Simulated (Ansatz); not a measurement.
Input file:

```yaml
crystal:
  periodic: [false, false, false]
  atoms:
    - {symbol: Si, position_ang: [0.000000, 0.000000, 0.000000]}
    - {symbol: H, position_ang: [-0.011525, 1.085107, 1.077576]}
    - {symbol: H, position_ang: [-0.016497, -1.077632, 1.084987]}
    - {symbol: H, position_ang: [0.016497, 1.077632, -1.084987]}
    - {symbol: H, position_ang: [0.011525, -1.085107, -1.077576]}
basis:
  gaussian: {orbitals: def2-SVP}
magnetization: {spin_polarized: false, initial_magnetization: 2}
correlation: {method: ccsdt, electrons: outside_noble_gas}
```

```sh
$ ansatz run in.yaml --threads 1 --pin off --events-out ev --progress --plain --max-ram 2393MiB
```

The program prints:

```
661 factors; integrals over basis functions are off by at most 1.9e-7 eV
mean field evaluation 1: about -7916.9915 eV, gradient 7.9e0 eV
mean field evaluation 2: about -7916.9919 eV, gradient 7.9e0 eV
mean field evaluation 4: about -7917.3338 eV, gradient 3.2e-1 eV
mean field evaluation 8: about -7917.3342 eV, gradient 7.3e-6 eV
mean field -7917.33418698 eV, -290.9566648098 hartree, gradient 7.3e-6 eV, S^2 2.000000; 0 other end points of the search recorded, 0 dependent functions left out
mean field evaluation 16: about -7917.0467 eV, gradient 6.7e0 eV
5 core orbitals not correlated: weight in the atoms' cores, before any rotation towards them, 1.000 or more for the frozen orbitals, at most 0.000 for the correlated occupied ones
reference -7917.33418698 eV, -290.9566648098 hartree; 5, 3 occupied and 28, 30 virtual orbitals, 661 factors
second order -3.34328889 eV of doubles, -0.10421192 eV of singles
cycle   1  -4.04682474 eV  change   -6.0e-1 eV  update   6.6e-2
cycle   2  -4.39419799 eV  change   -3.5e-1 eV  update   2.9e-2
cycle   3  -4.40920644 eV  change   -1.5e-2 eV  update   7.8e-3
cycle   4  -4.41581820 eV  change   -6.6e-3 eV  update   3.4e-3
cycle   5  -4.41504808 eV  change    7.7e-4 eV  update   9.2e-4
cycle   6  -4.41482838 eV  change    2.2e-4 eV  update   3.1e-4
cycle   7  -4.41509431 eV  change   -2.7e-4 eV  update   1.0e-4
cycle   8  -4.41510277 eV  change   -8.5e-6 eV  update   3.6e-5
cycle   9  -4.41507404 eV  change    2.9e-5 eV  update   1.2e-5
cycle  10  -4.41507447 eV  change   -4.4e-7 eV  update   3.7e-6
cycle  11  -4.41507667 eV  change   -2.2e-6 eV  update   1.3e-6
cycle  12  -4.41507660 eV  change    7.4e-8 eV  update   3.9e-7
Total energy: -7921.74926358 eV, -291.1189158820 hartree
```

Ran on 1 thread of Arm Neoverse V1, shared host: 2.5 s wall, 0.15 GiB peak host memory.
